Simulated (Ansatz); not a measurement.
## GaC, doublet in cc-pVDZ: errors against full CI

Geometry: a point of a stretch scan, not a stationary point.

```yaml
atoms:
  - { symbol: C, position_ang: [0.0000, 0.0000, 0.0000] }
  - { symbol: Ga, position_ang: [0.0000, 0.0000, 3.1970] }
```

Basis cc-pVDZ; Ansatz 0.2.0. Correlated methods freeze the noble-gas cores and the filled d shells of p-block atoms, which leaves 7 electrons in 26 orbitals. R marks a restricted (for open shells ROHF) determinant, U an unrestricted one. Active spaces: pair = (3e, 3o) about the gap; valence = (7e, 8o) chosen from the atoms' valence shells. No spin–orbit coupling is included, and no scalar relativity.

Full CI is exact within this basis and frozen core; it isn't the basis-set limit. The frozen core follows each run's orbitals, which can shift R against U totals by a few meV for light atoms and by up to 0.1 eV past Ca.

For open shells CISD is restricted-active-space CI with the open shells as a complete middle space.

```
UHF ⟨S²⟩                          : 1.801
T1 diagnostic (RCCSD)             : 0.0719
largest doubles amplitude (RCCSD) : 0.277
```

```json
{"level": "RHF", "E − E(full CI) (kJ/mol)": "481.0", "share of correlation (%)": "0.00", "wall time": "–"}
{"level": "RMP2", "E − E(full CI) (kJ/mol)": "155.3", "share of correlation (%)": "67.72", "wall time": "–"}
{"level": "CISD", "E − E(full CI) (kJ/mol)": "70.9", "share of correlation (%)": "85.25", "wall time": "2.3 s"}
{"level": "RCCSD", "E − E(full CI) (kJ/mol)": "29.7", "share of correlation (%)": "93.83", "wall time": "–"}
{"level": "RCCSD(T)", "E − E(full CI) (kJ/mol)": "8.5", "share of correlation (%)": "98.24", "wall time": "14 s"}
{"level": "BCCD(T)", "E − E(full CI) (kJ/mol)": "11.7", "share of correlation (%)": "97.56", "wall time": "13 s"}
{"level": "RCCSDT", "E − E(full CI) (kJ/mol)": "2.7", "share of correlation (%)": "99.44", "wall time": "–"}
{"level": "RCCSDT(Q)", "E − E(full CI) (kJ/mol)": "0.4", "share of correlation (%)": "99.92", "wall time": "20 s"}
{"level": "CASSCF (pair space)", "E − E(full CI) (kJ/mol)": "347.0", "share of correlation (%)": "27.87", "wall time": "–"}
{"level": "NEVPT2 (pair space)", "E − E(full CI) (kJ/mol)": "99.6", "share of correlation (%)": "79.30", "wall time": "4.2 s"}
{"level": "MRCISD (pair space)", "E − E(full CI) (kJ/mol)": "28.0", "share of correlation (%)": "94.19", "wall time": "–"}
{"level": "MRCISD+Q (pair space)", "E − E(full CI) (kJ/mol)": "-3.9", "share of correlation (%)": "100.81", "wall time": "5 s"}
{"level": "CASSCF (valence space)", "E − E(full CI) (kJ/mol)": "229.7", "share of correlation (%)": "52.25", "wall time": "–"}
{"level": "NEVPT2 (valence space)", "E − E(full CI) (kJ/mol)": "60.7", "share of correlation (%)": "87.39", "wall time": "5.5 s"}
{"level": "MRCISD (valence space)", "E − E(full CI) (kJ/mol)": "13.6", "share of correlation (%)": "97.18", "wall time": "–"}
{"level": "MRCISD+Q (valence space)", "E − E(full CI) (kJ/mol)": "1.9", "share of correlation (%)": "99.61", "wall time": "5.5 s"}
```

The correlation energy at full CI, counted from RHF, is -4.986 eV. That run took 4.7 min on 1 thread of Arm Neoverse V2, shared host over 9,717,824 determinants.

Run but not shown, since their state, orbitals or frozen core can't be matched to the reference's or they repeat it: UHF, UMP2, UCCSD, UCCSD(T), UCCSDT, UCCSDT(Q).

Times hold each run's SCF and search for its determinant on a shared host, so for small cases they say little of a method's own cost; they ran on 1 thread of Arm Neoverse V2.

Not variational, and here over 5 meV under the exact energy: MRCISD+Q (pair space).

Unrestricted levels hold only the spin's projection, and here they fall towards a lower state of higher spin.

The full-CI state has the irrep B1 of C2v, in the program's axes (one component, if the state is degenerate).

Natural occupations of full CI about the gap: 1.931 1.905 1.604 0.983 0.301 0.098 0.054 0.044 0.011 0.009; effectively unpaired electrons, Σ n²(2−n)², 1.77. No single determinant describes this state well, so single-reference rows can miss without a flag.
